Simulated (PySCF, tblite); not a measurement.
Species: SO₂.
SMILES: `O=S=O`

Computed with PBE0/pcSseg-1 in PySCF (dipole) on a GFN2-xTB geometry, gas phase.

Masses are those of the commonest isotopes; rigid-rotor values at the optimised geometry. 

Question: What are A, B and C (MHz)?

Answer: Ia = 9.14, Ib = 47.51, Ic = 56.65 u·Å²; 505379 MHz·u·Å²/I gives A = 55278, B = 10637, C = 8920 MHz.

Question: Classify the top.

Answer: A near-prolate asymmetric top; Ray's κ = -0.926.

The dipole components are |μa| = 0.00 D, |μb| = 1.96 D, |μc| = 0.00 D. The nuclei that the symmetry axis exchanges have no spin, so part of the rotational levels is missing.

Question: Estimate the classical rotational partition function at 100 K, 200 K and 500 K.

Answer: Point group C2v, symmetry number σ = 2; q = (√π/σ)·√((kT/h)³/(ABC)), k/h = 20836.6 MHz/K: 1160 at 100 K, 3290 at 200 K, 13000 at 500 K.

Its GFN2-xTB frequencies are all real (lowest 496 cm⁻¹). These are rigid-rotor constants of the computed structure; measured ground-state constants (B0) also hold zero-point vibration.

Hardware: an Arm Neoverse V1 with one thread, shared host. Cost: 2.0 s of wall time. This is the PBE0/pcSseg-1 job that gave the dipole, with the shieldings it also computed.
